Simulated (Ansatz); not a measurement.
# SiNH2+ (triplet): the correlation ladder, def2-QZVPP

The task here is to estimate one member of a computed series from the others.

Computed with Ansatz 0.2.0, Gaussian basis. Level: def2-QZVPP, core rule «outside noble gas», up to 6 orbitals frozen.

The runs, in order: UHF; ROHF; CCSD(T) on UHF.

## What is computed

The geometry is a PBE0/def2-TZVP stationary point (not a proven minimum) of the parent state, kept for this charge and spin.

4 atoms, charge 1, spin multiplicity 3.

Atoms are counted from 1 here; the program's logs count them from 0.

Bond lengths: Si1–N2 1.803 Å, Si1–H3 1.495 Å, N2–H4 1.024 Å. Angles: N2–Si1–H3 111.4°, Si1–N2–H4 113.2°.

The first run:

The input, in.yaml:

```yaml
crystal:
  periodic: [false, false, false]
  atoms:
    - {symbol: Si, position_ang: [0.009460, -0.103752, 0.602203]}
    - {symbol: N, position_ang: [-0.087242, 0.144329, -1.180713]}
    - {symbol: H, position_ang: [0.265634, 1.182906, 1.319057]}
    - {symbol: H, position_ang: [0.683123, -0.297565, -1.691380]}
basis:
  gaussian: {orbitals: "def2-QZVPP.json"}
total_charge: 1
magnetization: {spin_polarized: true, initial_magnetization: 2}
hamiltonian: {xc: hf}
output: {orbitals: {seedname: orbitals}}
```

Launch:

```sh
$ ansatz run in.yaml --threads 1 --pin off --events-out ev --progress --plain --max-ram 4096MiB --backend cpu
```

Among the steps run: UHF; ROHF; CCSD(T) on UHF.

One table of the session follows, with a row left open; its other results are not shown here.

```
  method  from UCCSD(T) (kcal/mol)
    ROHF                   +190.59
     UHF                   +184.64
    UMP2                    +24.11
   UCCSD                         ?
UCCSD(T)                         0
```

**Question.** Estimate the row for UCCSD.

**Answer.** from UCCSD(T) (kcal/mol): +7.39. In the column «from UCCSD(T) (kcal/mol)» it lies between UCCSD(T) (0) and UMP2 (+24.11).
